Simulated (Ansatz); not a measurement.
# PBE-QIDH/def2-TZVPPD run of AlH3 (SMILES [AlH3])

Aim: the vertical singlet–triplet gap of AlH3 at PBE-QIDH/def2-TZVPPD, from 2 runs. 

Program for the calculation: Ansatz 0.2.0.

35 further runs of the same task are left out: 1 that didn't finish, 34 set aside as unsound or not needed.

## Step 1: The molecule

AlH3 has 4 atoms, charge 0, and is taken as a singlet. As SMILES, `[AlH3]`. The coordinates come from a PBE0-D4/def2-TZVP relaxation.

Bond lengths: Al1–H2 1.586 Å, Al1–H3 1.586 Å, Al1–H4 1.586 Å. Angles: H2–Al1–H3 120.0°, H2–Al1–H4 120.0°, H3–Al1–H4 120.0°.

## Step 2: A single-point energy at PBE-QIDH/def2-TZVPPD

Input file molecule.yaml:

```yaml
basis:
  gaussian: {orbitals: def2-TZVPPD.json}
crystal:
  periodic: [false, false, false]
  atoms:
    - {symbol: Al, position_ang: [0.013700, -0.014800, -0.005100]}
    - {symbol: H, position_ang: [0.633200, 0.670900, 1.283600]}
    - {symbol: H, position_ang: [-1.340800, -0.832000, 0.105100]}
    - {symbol: H, position_ang: [0.749400, 0.115700, -1.403900]}
correlation: {frozen_orbitals: {Al: 5, H: 0}}
output: {orbitals: {seedname: orbitals}}
accuracy: high
hamiltonian: {xc: {name: PBE-QIDH}}
```

The basis set def2-TZVPPD is read from a file made from the Basis Set Exchange's data (not shown).

Run with:

```
$ ansatz run molecule.yaml --threads 1 --pin off --max-ram 3480MiB --events-out events.jsonl --progress --plain --runs-dir runs
```

Log:

```text
Warning: RAYON_NUM_THREADS=1 ignored (pool sized by the plan → 1); use --threads N
Functional definition: PBE-QIDH
  name "PBE-QIDH"
  parameter a = 3^(-1/3)
  parameter c = 1/3
  exchange = (1 - a)*pbe_x + a*exact_x
  correlation = (1 - c)*pbe_c + c*(mp2_os + mp2_ss)
1496 factors; integrals over basis functions are off by at most 3.3e-9 eV
mean field evaluation 1: about -6638.1829 eV, gradient 7.1e0 eV
mean field evaluation 2: about -6638.1822 eV, gradient 7.1e0 eV
mean field evaluation 4: about -6638.3961 eV, gradient 4.7e-1 eV
mean field evaluation 8: about -6638.3964 eV, gradient 5.0e-4 eV
mean field evaluation 16: about -6638.3964 eV, gradient 3.9e-8 eV
mean field -6638.39637552 eV, -243.9565671337 hartree, gradient 3.9e-8 eV, S^2 0.000000; 0 other end points of the search recorded, 0 dependent functions left out
5 core orbitals not correlated: weight in the atoms' cores, before any rotation towards them, 1.000 or more for the frozen orbitals, at most 0.000 for the correlated occupied ones
reference -6638.39637663 eV, -243.9565671745 hartree; 3, 3 occupied and 91, 91 virtual orbitals, 1496 factors
second order -2.92030213 eV of doubles, -0.00000000 eV of singles
Total energy: -6639.36981067 eV, -243.9923402158 hartree
```

Run time: 4.5 s. Hardware: 1 thread of Arm Neoverse V1, shared host; peak memory 0.2 GiB.

## Step 3: The triplet

Input file input.yaml:

```yaml
crystal:
  periodic: [false, false, false]
  atoms:
    - {symbol: Al, position_ang: [0.013700, -0.014800, -0.005100]}
    - {symbol: H, position_ang: [0.633200, 0.670900, 1.283600]}
    - {symbol: H, position_ang: [-1.340800, -0.832000, 0.105100]}
    - {symbol: H, position_ang: [0.749400, 0.115700, -1.403900]}
basis:
  gaussian:
    orbitals: def2-TZVPPD.json
magnetization:
  spin_polarized: true
  initial_magnetization: 2
hamiltonian:
  xc: {name: PBE-QIDH}
correlation:
  frozen_orbitals: {Al: 5, H: 0}
accuracy: high
output: {orbitals: {seedname: orbitals}}
```

The basis set def2-TZVPPD is read from a file made from the Basis Set Exchange's data (not shown).

Run with:

```
$ ansatz run input.yaml --threads 1 --pin off --max-ram 3480MiB --events-out events.jsonl --progress --plain --runs-dir runs
```

Log, shortened:

```text
Warning: RAYON_NUM_THREADS=1 ignored (pool sized by the plan → 1); use --threads N
Functional definition: PBE-QIDH
  name "PBE-QIDH"
[...]
1496 factors; integrals over basis functions are off by at most 3.3e-9 eV
[...]
mean field -6633.27425868 eV, -243.7683328116 hartree, gradient 7.6e-8 eV, S^2 2.006471; 2 other end points of the search recorded, 0 dependent functions left out
5 core orbitals not correlated: weight in the atoms' cores, before any rotation towards them, 1.000 or more for the frozen orbitals, at most 0.000 for the correlated occupied ones
reference -6633.27425978 eV, -243.7683328521 hartree; 4, 2 occupied and 90, 92 virtual orbitals, 1496 factors
second order -2.75591524 eV of doubles, -0.00000000 eV of singles
Total energy: -6634.19289819 eV, -243.8020921912 hartree
```

Wall time 17 s (1 thread of Arm Neoverse V1, shared host); peak memory 0.25 GiB.

## Step 4: Results

At PBE-QIDH/def2-TZVPPD, 5 core orbitals frozen:

```
                                                         quantity          value
                                            singlet: total energy  -243.99234 Eh
                       singlet: HOMO energy (SCF part's orbitals)      -10.63 eV
                       singlet: LUMO energy (SCF part's orbitals)       -0.25 eV
                     singlet: HOMO–LUMO gap (SCF part's orbitals)       10.38 eV
                                            triplet: total energy  -243.80209 Eh
triplet: HOMO energy (SCF part's orbitals) (highest over α and β)       -5.45 eV
 triplet: LUMO energy (SCF part's orbitals) (lowest over α and β)       -5.06 eV
                                                    triplet: ⟨S²⟩          2.006
                 vertical energy of the triplet above the singlet       5.177 eV
```

In words: At this shape the triplet lies 5.18 eV (119 kcal/mol) above the singlet.
